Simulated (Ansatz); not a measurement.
Which isomer of CH6SSi gives these data?

These gas-phase data were calculated for one isomer of CH6SSi at BLYP-D3(BJ)/def2-SVP (harmonic, unscaled wavenumbers; equilibrium rotational constants with average atomic masses):

```
rotational constants            : 20.16, 3.016, 2.793 GHz
all wavenumbers above 1500 cm⁻¹ : 3035, 2976, 2566, 2186, 2166, 2146
```

Candidates:

(1) `CS[SiH3]`, a singlet
(2) `[SiH3]CS`, a singlet
(3) `C[SiH2]S`, a singlet

Task: Assign the data to one candidate and say why.

Result: Candidate (2). The band at 2566 cm⁻¹ lies where the S–H stretch is expected; (1) has no mode between 2500 and 2800 cm⁻¹. 3 modes lie between 2000 and 2380 cm⁻¹, one for each Si–H bond, while (3) has 2.

The same quantities for all candidates:

|  | rotational constants (GHz) | wavenumbers above 1500 cm⁻¹ | E above the lowest, BLYP-D3(BJ)/def2-SVP (kcal/mol) |
| --- | --- | --- | --- |
| (1) | 13.46, 4.102, 3.336 | 3073, 3058, 2965, 2187, 2145, 2144 | 12.2 |
| (2) | 20.16, 3.016, 2.793 | 3035, 2976, 2566, 2186, 2166, 2146 | 25.5 |
| (3) | 14.2, 3.705, 3.104 | 3054, 3048, 2961, 2577, 2148, 2147 | 0.0 |

Harmonic stretches to hydrogen usually lie a few per cent above observed fundamentals. Each candidate is one conformer. Programs: Ansatz 0.2.0.
